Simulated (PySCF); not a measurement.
# How methods differ on the ionisation energy of N

N [He] 2s2 2p3 (4S) → N⁺ [He] 2s2 2p2 (3P), as a difference of total energies. Calculation: PySCF 2.14, in Sapporo-DZP-2012 (4s3p1d, 18 functions); scalar relativity by spin-free X2C-1e. Correlated levels: valence: 1s2 frozen. The calculations carry no spin-orbit coupling.

```tsv
method	ionisation energy (eV)
UHF	13.869
MN15	14.440
M06-L	14.785
MP2 (valence)	14.408
SCS-MP2 (valence)	14.181
CCSD (valence)	14.248
CCSD(T) (valence)	14.247
```

Question: How much does correlation contribute at CCSD(T) (valence)?

Answer: 14.247 − (13.869) = 0.378 eV, measured against UHF.

Errors of the correlated levels include the incompleteness of this basis and the frozen core.

For comparison: 14.545 eV (measured; NIST levels, between the centres of gravity of the two terms).
